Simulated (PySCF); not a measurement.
Isomers of [C2H5O2S]- (charge -1). Theory: PySCF 2.14.0, PBE0-D3(BJ)/def2-SVP geometry optimisation, gas phase. One conformer each; no zero-point energy, no entropy. No frequencies were run at this level. Point groups hold within 0.08 Å.

Question: Order them by energy at this level, lowest first, and give relative energies in kcal/mol.
A. `[CH2-:1][S:2]([CH3:3])(=[O:4])=[O:5]` (charge -1) with H–C1–S2–C3 -118° and 111°
B. `[CH3:1][CH2:2][S@@:3](=[O:4])[O-:5]` (charge -1) with C1–C2–S3–O4 -59°

Answer: B (0.0), A (37.4).

```json
{"SMILES": "CC[S@@](=O)[O-]", "E (Eh)": "-627.15700", "E rel (kcal/mol)": "0.0", "dipole about centre of mass (D)": "3.29", "point group": "Cs", "A, B, C (MHz)": "6072, 3598, 3021"}
{"SMILES": "[CH2-]S(C)(=O)=O", "E (Eh)": "-627.09739", "E rel (kcal/mol)": "37.4", "dipole about centre of mass (D)": "2.14", "point group": "near Cs", "A, B, C (MHz)": "4787, 4364, 4180"}
```

How do the relative energies change in single points at PBE0/pcSseg-1 (no added dispersion term) on the same geometries?

| SMILES | PBE0-D3(BJ)/def2-SVP (kcal/mol) | PBE0/pcSseg-1 (kcal/mol) | shift |
| --- | --- | --- | --- |
| CC[S@@](=O)[O-] | 0.0 | 0.0 | 0.0 |
| [CH2-]S(C)(=O)=O | 37.4 | 38.2 | +0.8 |

Each column counts from its own lowest isomer. The order is unchanged; the largest shift is 0.8 kcal/mol.
